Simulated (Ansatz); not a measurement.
Mulliken charges of CH5FN2S, SMILES `NC(N)(F)S` from PBE/def2-TZVPP in Ansatz (PBE0-D4/def2-TZVP geometry).

```tsv
atom	x (Å)	y (Å)	z (Å)	charge (e)
N1	-0.487	1.158	0.208	-0.284
C2	-0.029	-0.086	-0.265	0.241
N3	0.098	-1.013	0.785	-0.284
F4	-0.905	-0.590	-1.273	-0.191
S5	1.528	0.084	-1.201	-0.195
H6	-1.355	1.066	0.723	0.135
H7	-0.611	1.806	-0.558	0.162
H8	-0.768	-1.114	1.302	0.135
H9	0.391	-1.913	0.432	0.162
H10	2.221	0.551	-0.151	0.116
```

**Question.** By hand: the dipole of these point charges (1 e Å = 4.8032 D).

**Answer.** Σ q r = (-0.086, 0.075, 0.367) e Å, of length 0.384 e Å = 1.84 D.

**Question.** How does the dipole of the full density compare? (An estimate is asked.)

**Answer.** Ansatz gave: (-0.258, 0.018, 0.330) e Å, 2.01 D; the point charges give 0.92 times that, at 26° from its direction.

Point charges leave out the atoms' own dipoles, such as those of lone pairs, and Mulliken's split depends on the basis, so the two needn't agree.
